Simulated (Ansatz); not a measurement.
Reaction (SMILES): [SiH3] (SiH3) → SiH3+ (singlet, bonded as [SiH3]) + e-
B3LYP-D3(BJ)/def2-TZVP geometries, fixed; electronic energies without zero-point terms.
Largest species:
```
Si
H 1 1.4828
H 1 1.4828 2 111.02
H 1 1.4828 2 111.02 3 124.02
```
Charge 0, spin multiplicity 2.

Basis-set convergence of the adiabatic ionisation energy at wB97M-V with Ansatz (a first-principles code). All functions are spherical. The program fits the integrals of some runs and decomposes those of others, by size. Open shells are unrestricted. The functional holds VV10 correlation; no added dispersion term, no relativity. Functions are those of the species that has most. Reference: the value in pcseg-4, 7.955 eV, itself unsure by roughly 0.001 eV (its mean distance from aug-pcseg-3, aug-cc-pV(Q+d)Z, cc-pV(5+d)Z). Deviations are taken from unrounded values.

```tsv
basis	functions	adiabatic ionisation energy (eV)	minus reference (eV)
pcseg-0	19	8.170	0.214
pcseg-1	33	7.978	0.023
aug-pcseg-1	54	7.979	0.023
pcseg-2	76	7.951	-0.005
aug-pcseg-2	119	7.954	-0.001
pcseg-3	163	7.952	-0.003
aug-pcseg-3	236	7.954	-0.001
pcseg-4	288	7.955	0.000
```

The smallest set listed that lies within 0.1 eV of the reference with all its larger relatives (same family, alike in diffuse functions; a set with none counts only in the reference's own line) is pcseg-1 (33 functions, 0.023 eV off).
